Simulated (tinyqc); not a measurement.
MP2 on RHF in the sto-3g basis, frozen core, for BH2+, spin multiplicity 1, step by step. One step of it, computed by the program tinyqc.

Task: Integrals over molecular orbitals. (pq|rs) = sum C_ip C_jq C_kr C_ls (ij|kl), one index at a time.

coefficients C:
```
              MO1        MO2        MO3        MO4       MO5        MO6        MO7
1B 1s    0.992255  -0.237141   0.000000   0.123283  0.000000  -0.191224   0.000000
1B 2s    0.029667   0.683758   0.000000  -0.514973  0.000000   0.999627   0.000000
1B 2px   0.000000   0.000000   0.000000   0.000000  1.000000   0.000000   0.000000
1B 2py   0.000000   0.000000   0.582471   0.000000  0.000000   0.000000   1.123328
1B 2pz   0.000972   0.094815   0.000000   0.835912  0.000000   0.634319   0.000000
2H 1s   -0.005078   0.301165   0.388548   0.228278  0.000000  -0.816470  -0.840714
3H 1s   -0.005078   0.301165  -0.388548   0.228278  0.000000  -0.816470   0.840714
```

core Hamiltonian H = T + V (hartree), lower triangle:
```
             1B 1s      1B 2s     1B 2px     1B 2py     1B 2pz      2H 1s      3H 1s
1B 1s   -13.149599
1B 2s    -3.410471  -4.220067
1B 2px    0.000000   0.000000  -3.353996
1B 2py    0.000000   0.000000   0.000000  -3.532258
1B 2pz   -0.013003  -0.117840   0.000000   0.000000  -3.388594
2H 1s    -0.698466  -1.642006   0.000000  -1.392248  -0.632655  -2.743022
3H 1s    -0.698466  -1.642006   0.000000   1.392248  -0.632655  -0.274714  -2.743022
```

Two-electron integrals (ij|kl) in chemists' order, unique and non-zero (hartree):
```
(11|11) 2.923513    (21|11) 0.518376    (21|21) 0.109262    (22|11) 0.744229
(22|21) 0.193177    (22|22) 0.544804    (31|31) 0.020264    (32|31) 0.029996
(32|32) 0.120346    (33|11) 0.742491    (33|21) 0.193240    (33|22) 0.544682
(33|33) 0.586773    (41|41) 0.020264    (42|41) 0.029996    (42|42) 0.120346
(43|43) 0.031630    (44|11) 0.742491    (44|21) 0.193240    (44|22) 0.544682
(44|33) 0.523513    (44|44) 0.586773    (51|51) 0.020264    (52|51) 0.029996
(52|52) 0.120346    (53|53) 0.031630    (54|54) 0.031630    (55|11) 0.742491
(55|21) 0.193240    (55|22) 0.544682    (55|33) 0.523513    (55|44) 0.523513
(55|55) 0.586773    (61|11) 0.104493    (61|21) 0.021955    (61|22) 0.038962
(61|33) 0.038772    (61|41) 0.001455    (61|42) 0.002683    (61|44) 0.039268
(61|51) 0.000641    (61|52) 0.001182    (61|54) 0.000218    (61|55) 0.038868
(61|61) 0.004551    (62|11) 0.250744    (62|21) 0.066090    (62|22) 0.204866
(62|33) 0.199021    (62|41) 0.006663    (62|42) 0.040466    (62|44) 0.213546
(62|51) 0.002936    (62|52) 0.017827    (62|54) 0.006399    (62|55) 0.201840
(62|61) 0.014180    (62|62) 0.105919    (63|31) 0.006637    (63|32) 0.030954
(63|43) 0.007570    (63|53) 0.003335    (63|63) 0.011722    (64|11) 0.214349
(64|21) 0.057250    (64|22) 0.187289    (64|33) 0.177330    (64|41) 0.011627
(64|42) 0.064783    (64|44) 0.204646    (64|51) 0.002199    (64|52) 0.014903
(64|54) 0.008699    (64|55) 0.179693    (64|61) 0.012886    (64|62) 0.113405
(64|64) 0.130676    (65|11) 0.094431    (65|21) 0.025221    (65|22) 0.082510
(65|33) 0.078122    (65|41) 0.002199    (65|42) 0.014903    (65|44) 0.083486
(65|51) 0.007605    (65|52) 0.037519    (65|54) 0.009933    (65|55) 0.085833
(65|61) 0.005677    (65|62) 0.049960    (65|64) 0.052405    (65|65) 0.034809
(66|11) 0.409571    (66|21) 0.109968    (66|22) 0.385501    (66|33) 0.362563
(66|41) 0.013516    (66|42) 0.108707    (66|44) 0.419823    (66|51) 0.005954
(66|52) 0.047891    (66|54) 0.025226    (66|55) 0.373676    (66|61) 0.024055
(66|62) 0.254259    (66|64) 0.295948    (66|65) 0.130379    (66|66) 0.774606
(71|11) 0.104493    (71|21) 0.021955    (71|22) 0.038962    (71|33) 0.038772
(71|41) -0.001455   (71|42) -0.002683   (71|44) 0.039268    (71|51) 0.000641
(71|52) 0.001182    (71|54) -0.000218   (71|55) 0.038868    (71|61) 0.004324
(71|62) 0.012846    (71|64) 0.010617    (71|65) 0.005156    (71|66) 0.021205
(71|71) 0.004551    (72|11) 0.250744    (72|21) 0.066090    (72|22) 0.204866
(72|33) 0.199021    (72|41) -0.006663   (72|42) -0.040466   (72|44) 0.213546
(72|51) 0.002936    (72|52) 0.017827    (72|54) -0.006399   (72|55) 0.201840
(72|61) 0.012846    (72|62) 0.067751    (72|64) 0.054201    (72|65) 0.031167
(72|66) 0.122817    (72|71) 0.014180    (72|72) 0.105919    (73|31) 0.006637
(73|32) 0.030954    (73|43) -0.007570   (73|53) 0.003335    (73|63) 0.006719
(73|73) 0.011722    (74|11) -0.214349   (74|21) -0.057250   (74|22) -0.187289
(74|33) -0.177330   (74|41) 0.011627    (74|42) 0.064783    (74|44) -0.204646
(74|51) -0.002199   (74|52) -0.014903   (74|54) 0.008699    (74|55) -0.179693
(74|61) -0.010617   (74|62) -0.054201   (74|64) -0.038105   (74|65) -0.024507
(74|66) -0.094126   (74|71) -0.012886   (74|72) -0.113405   (74|74) 0.130676
(75|11) 0.094431    (75|21) 0.025221    (75|22) 0.082510    (75|33) 0.078122
(75|41) -0.002199   (75|42) -0.014903   (75|44) 0.083486    (75|51) 0.007605
(75|52) 0.037519    (75|54) -0.009933   (75|55) 0.085833    (75|61) 0.005156
(75|62) 0.031167    (75|64) 0.024507    (75|65) 0.020739    (75|66) 0.058978
(75|71) 0.005677    (75|72) 0.049960    (75|74) -0.052405   (75|75) 0.034809
(76|11) 0.039189    (76|21) 0.010298    (76|22) 0.031780    (76|33) 0.030987
(76|44) 0.032201    (76|51) 0.000806    (76|52) 0.004810    (76|55) 0.032124
(76|61) 0.002116    (76|62) 0.013507    (76|64) 0.012685    (76|65) 0.006971
(76|66) 0.028606    (76|71) 0.002116    (76|72) 0.013507    (76|74) -0.012685
(76|75) 0.006971    (76|76) 0.002185    (77|11) 0.409571    (77|21) 0.109968
(77|22) 0.385501    (77|33) 0.362563    (77|41) -0.013516   (77|42) -0.108707
(77|44) 0.419823    (77|51) 0.005954    (77|52) 0.047891    (77|54) -0.025226
(77|55) 0.373676    (77|61) 0.021205    (77|62) 0.122817    (77|64) 0.094126
(77|65) 0.058978    (77|66) 0.226130    (77|71) 0.024055    (77|72) 0.254259
(77|74) -0.295948   (77|75) 0.130379    (77|76) 0.028606    (77|77) 0.774606
```

Give: one-electron integrals over orbitals h = C^T H C; Two-electron integrals over orbitals.

Result:

one-electron integrals over orbitals h = C^T H C (hartree), lower triangle:
```
         1       2       3       4       5       6       7
1  -13.136
2    0.289  -3.424
3    0.000   0.000  -3.204
4   -0.165   0.098   0.000  -3.259
5    0.000   0.000   0.000   0.000  -3.354
6    0.200  -0.495   0.000  -0.253   0.000  -2.692
7    0.000   0.000  -0.550   0.000   0.000   0.000  -2.687
```

Two-electron integrals over orbitals (pq|rs), unique and non-zero (hartree); the lowest 1 orbital is frozen and left out:
```
(22|22) 0.470       (32|32) 0.143       (33|22) 0.463       (33|33) 0.482
(42|22) 0.018       (42|33) 0.016       (42|42) 0.071       (43|32) 0.023
(43|43) 0.030       (44|22) 0.445       (44|33) 0.428       (44|42) -0.072
(44|44) 0.579       (52|52) 0.075       (53|53) 0.019       (54|52) -0.030
(54|54) 0.041       (55|22) 0.472       (55|33) 0.438       (55|42) -0.036
(55|44) 0.508       (55|55) 0.587       (62|22) 0.047       (62|33) 0.010
(62|42) -2.79e-03   (62|44) 0.060       (62|55) 0.099       (62|62) 0.087
(63|32) -0.069      (63|43) -0.025      (63|63) 0.077       (64|22) 0.024
(64|33) 3.03e-03    (64|42) 3.37e-03    (64|44) 0.037       (64|55) 0.039
(64|62) 0.048       (64|64) 0.033       (65|52) 0.052       (65|54) -0.011
(65|65) 0.043       (66|22) 0.473       (66|33) 0.468       (66|42) 0.055
(66|44) 0.410       (66|55) 0.446       (66|62) 0.030       (66|64) 0.019
(66|66) 0.523       (72|32) -0.015      (72|43) -0.030      (72|63) 0.051
(72|72) 0.054       (73|22) 0.041       (73|33) 0.025       (73|42) -0.050
(73|44) 0.102       (73|55) 0.107       (73|62) 0.071       (73|64) 0.036
(73|66) -0.006      (73|73) 0.108       (74|32) -0.067      (74|43) 4.80e-03
(74|63) 0.039       (74|72) 3.74e-03    (74|74) 0.052       (75|53) 0.017
(75|75) 0.018       (76|32) 0.119       (76|43) 0.036       (76|63) -0.082
(76|72) -0.042      (76|74) -0.055      (76|76) 0.127       (77|22) 0.465
(77|33) 0.483       (77|42) -1.22e-03   (77|44) 0.461       (77|55) 0.459
(77|62) 0.010       (77|64) 7.65e-04    (77|66) 0.478       (77|73) 0.035
(77|77) 0.513
```
